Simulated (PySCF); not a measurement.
Coordinates in bohr (charge 0 multiplicity 1):
```
N     0.2343   -0.0396    0.1144
O     0.0064    0.1290    2.3940
O     2.0520   -0.4648   -1.1741
O    -2.0560    0.3299   -1.3214
H    -3.3003    0.6459    0.0192
```

These are results of PySCF, PBE, basis N def2-TZVP, O def2-TZVP, H def2-TZVP (no relativity, density fitting), not measurements.

This geometry of NO₂(OH) is a stationary point at this level.

**Question.** What is the point group?

**Answer.** Cs.

**Question.** Is it a minimum?

**Answer.** Yes: all harmonic wavenumbers are real.

**Question.** List the harmonic modes with their infrared intensities.

**Answer.** 
```csv
symmetry,ω (cm⁻¹),IR (km/mol)
a'',477,115
a',553,4.9
a',599,38.6
a'',750,6.0
a',847,183
a',1258,38.7
a',1303,287
a',1722,360
a',3598,70.9
```

Other isomers or separated fragments may lie lower.
